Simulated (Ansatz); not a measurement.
Relaxation of H2LiO (4 atoms, charge 1, multiplicity 1), to a largest force component of 0.02 eV/Å in at most 40 steps.

Level of theory: Ansatz, RKS PBE/cc-pVDZ.

```xyz
4
Properties=species:S:1:pos:R:3:forces:R:3
Li -0.064 -0.042 -1.705 0.01 0.01 0.12
O 0.030 0.020 0.883 -0.03 -0.02 0.85
H -0.682 -0.452 0.438 -0.27 -0.18 -0.44
H 0.716 0.474 0.384 0.29 0.19 -0.52
```

Where does it end, and by what steps?

It converged. Limits of this set-up: the dipole of an ion depends on the origin. After 9 steps the energy has fallen by 1.860 eV; O2 moved furthest, 0.72 Å. Joined: Li1–O2.

```tsv
step	energy less start (eV)	largest force component (eV/Å)	accepted
0	0.0000	0.846	yes
1	-0.0140	0.412	yes
2	-0.0660	0.895	yes
3	-0.3994	2.387	yes
4	-1.0081	1.877	yes
5	-1.3739	2.451	yes
6	-1.7301	1.031	yes
7	-1.8452	0.398	yes
8	-1.8601	0.024	yes
9	-1.8603	0.005	yes
```

```xyz
4
Properties=species:S:1:pos:R:3
Li -0.204 0.179 -1.666
O 0.020 -0.017 0.161
H -0.551 -0.512 0.786
H 0.735 0.351 0.720
```

Whether the end is a true minimum wasn't checked by a vibrational analysis.

Run time: 7.6 s on 1 thread of Arm Neoverse V1 (shared host), peak memory 0.097 GiB.
